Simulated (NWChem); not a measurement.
## Total energies of ammonia (H3N)

```
N
H 1 1.0309
H 1 1.0310 2 104.01
H 1 1.0310 2 104.01 3 -108.62
```
Charge 0, spin multiplicity 1.

The numbers come from NWChem runs, not from measurements. Structure: optimised with PBE/def2-SVP, a minimum by its harmonic frequencies.

Basis set: STO-3G (8 functions).

| method | total energy (Ha) |
|---|---|
| RHF | -55.45541 |
| MP2 | -55.50513 |
| B2PLYP | -55.69275 |
| PBE | -55.71279 |
| B3LYP | -55.78924 |
| LDA (SVWN5) | -55.29389 |
| CCSD(T) | -55.52408 |

Total energies of different functionals aren't comparable as a measure of quality: only differences taken within one method are. 

The correlated methods keep 1 core orbital frozen. B3LYP has NWChem's definition, with VWN1-RPA local correlation. Coupled-cluster values serve here as a point of comparison, not as the truth.
